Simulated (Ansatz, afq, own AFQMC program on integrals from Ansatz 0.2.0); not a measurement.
**Where AFQMC and coupled cluster stand for BH, quintet**

```yaml
atoms:
  - { symbol: B, position_ang: [0.0000, 0.0000, 0.0000] }
  - { symbol: H, position_ang: [0.0000, 0.0000, 1.1940] }
```

Basis cc-pVTZ. Noble-gas cores (and the filled d shells of Ga–Kr and In–Xe) are frozen. Ansatz 0.2.0 and our own AFQMC program on the same integrals; the CISD trial comes from CCSD amplitudes, and released means the phaseless constraint is let go. ± is one standard error of the sampling.

Determinant: UHF, the one that the program's search chose, which needn't be the lowest solution. The geometry is a PBE0/def2-TZVP stationary point of this or a neighbouring charge and spin state.

Full CI on the same integrals is exact in this basis and with this determinant's frozen core.

Cautions: another spin lies lower (by 6.50 eV).

- T1 diagnostic: 0.0057
- weight of the determinant in the CISD state: 0.982
- ⟨S²⟩ of the determinant: 6.000
- size of the correlated space: 4 electrons in 43 orbitals

| level | correlation energy (eV) |
| --- | --- |
| MP2 | -0.5901 |
| CCSD | -0.7827 |
| CCSD(T) | -0.7923 |

Question: Estimate where full CI lies against CCSD(T) on the same integrals.

Answer: 2.9 meV below CCSD(T).

Reference: full CI, correlation energy -0.795 eV. The released energy is read at 2.40 1/Eh (meV from the phaseless value at times in 1/Eh: -0.1 ± 0.7 at 0.24, -1.0 ± 0.8 at 0.51, -2.2 ± 0.8 at 0.99, -1.1 ± 0.6 at 1.62, -1.2 ± 0.8 at 2.40).

```json
{"level": "CCSD(T)", "E − E(reference) (meV)": "2.9", "share of correlation (%)": "99.63"}
{"level": "CCSDT", "E − E(reference) (meV)": "0.0", "share of correlation (%)": "99.99"}
{"level": "CCSDT(Q)", "E − E(reference) (meV)": "0.0", "share of correlation (%)": "100.00"}
{"level": "ph-AFQMC/CISD", "E − E(reference) (meV)": "1.3 ± 0.7", "share of correlation (%)": "99.83"}
{"level": "released AFQMC", "E − E(reference) (meV)": "0.2 ± 0.8", "share of correlation (%)": "99.98"}
```

CCSDT and higher add their correlation energy to the determinant of the CCSD(T) run, since their own runs factorise the integrals more tightly (a shift of under 2 meV). A walk keeps the symmetry of its determinant, which the program's search chose and which needn't be the lowest solution, so a lower state of the same spin and another symmetry isn't excluded. Released energies are given only where the last usable release times agree within the noise; a slower fall can still hide under it.
